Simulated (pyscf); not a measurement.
**Addition across a multiple bond or ene-type step: O=Ru(=O)=O [singlet] + hydrogen (H₂) -> O=RuH(=O)–OH [singlet]**

Gas phase, singlet surface, charge 0. Bonds broken: H5–H6. Bonds formed: Ru2–H5, O4–H6. Structures and frequencies: ωB97X-D3(BJ)/def2-SVP in PySCF.

Transition state (Å):

```xyz
6

O     -0.1219     0.2616     1.6871
Ru    -1.2660    -0.3669     0.6694
O     -1.6415    -1.9038     0.1831
O     -2.0784     0.8673    -0.2860
H     -0.3802     0.3013    -1.1869
H     -1.1213     0.8506    -1.2289
```

One imaginary mode, 2047i cm⁻¹; descent along it reached the two sides named.

```csv
bond,change,reactant side (Å),saddle,product side
H5–H6,breaks,0.760,0.923,2.391
Ru2–H5,forms,3.5,2.163,1.562
O4–H6,forms,3.2,1.344,0.968
```

Electronic energies relative to the separated reactants (kcal/mol):

```tsv
level	barrier	reaction energy	reverse barrier
ωB97X-D3(BJ)/def2-TZVP	42.2	-42.6	84.8
PBE/def2-TZVP	33.9	-34.3	68.2
r²SCAN/def2-TZVP	36.8	-37.3	74.1
B3LYP-D3(BJ)/def2-TZVP	38.1	-38.5	76.6
PBE0-D3(BJ)/def2-TZVP	36.5	-43.4	79.9
M06-2X/def2-TZVP	40.1	-47.0	87.2
ωB97M-D3(BJ)/def2-TZVP	41.3	-43.2	84.5
```

With ωB97M-D3(BJ)/def2-TZVP energies and thermal terms (ideal gas, 1 atm, RRHO with modes under 100 cm⁻¹ raised to 100, one conformer, R ln 2 for chiral ones without a mode under 150 cm⁻¹), in kcal/mol:

| T (K) | ΔH‡ | ΔG‡ | ΔH | ΔG |
|---|---|---|---|---|
| 298 | 40.9 | 48.7 | -38.6 | -30.8 |
| 600 | 40.4 | 56.9 | -39.1 | -22.6 |
| 900 | 40.4 | 65.2 | -39.0 | -14.4 |
| 1200 | 40.7 | 73.4 | -38.5 | -6.3 |

This is the saddle that the search found; another between the same sides may lie lower. A restricted solution here is unstable towards spin polarisation, so biradical character is likely and single-reference numbers are less safe. Elements past Kr carry the def2 core potentials, without spin-orbit coupling.
